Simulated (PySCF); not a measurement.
Work out the structure from these simulated measurements.

Formula: CH6OSi.

* Triplet: lowest triplet excitation (Tamm–Dancoff): 6.89 eV [TDA wB97X-D/def2-SVPD]
* UV, strongest line: among the 8 lowest singlet transitions: S3 at 8.31 eV (149 nm, f = 0.061) [TDDFT wB97X-D/def2-SVPD]
* Polarisability: 43.9 au [wB97X-D/def2-SVPD]
* 1H NMR: chemical shifts (computed TMS as zero) by class: 4.84 (3 H), 3.75 (3 H) ppm [GIAO PBE0/pcSseg-1]
* 13C NMR: chemical shifts (computed TMS as zero) by class: 54.8 (1 C) ppm [GIAO PBE0/pcSseg-1]
* UV, first state: lowest singlet excitation: 7.13 eV (174 nm, f = 0.002) [TDDFT wB97X-D/def2-SVPD]
* Dipole: 1.10 D [wB97X-D/def2-SVPD]
* NMR, other nuclei: isotropic shieldings of nuclei other than C and H, by class: 350 (1 O), 385 (1 Si) ppm [GIAO PBE0/pcSseg-1]
* Rotational structure: rotational constants A, B, C: 36.908, 5.534, 5.254 GHz [GFN2-xTB]

The electronic properties come from PySCF, for the isolated species, density fitting. Levels stand in brackets. Isolated species at its GFN2-xTB geometry, gas phase. NMR classes are plain means over equivalent atoms (diastereotopic ones count apart unless rotation or inversion swaps them), as if these changed places fast.

Question: Propose a structure and show how it fits.

Answer: Numbering: `[CH3:1][O:2][SiH3:3]`. Its formula, CH6OSi, gives 0 degrees of unsaturation, so no ring and no π bond. The one carbon: methoxy carbon [C1] (54.8 ppm). Hydrogen classes from least to most shielded: 3 H on an oxygen-bound silicon, Si3 (4.84 ppm), 3 H on a methoxy carbon, C1 (3.75 ppm). The other shieldings belong to: 350 ppm, silyl ether oxygen [O2]; 385 ppm, oxygen-bound silicon [Si3]. The optimised geometry has point group Cs and is an asymmetric top. Structure: `CO[SiH3]`. Computed isomers that give other values at the same levels: `C[SiH2]O` (rotational constant A: 19.587 GHz; this holds for the one conformer computed). The assignments are read from this structure; whether some other isomer fits the data as well wasn't checked.
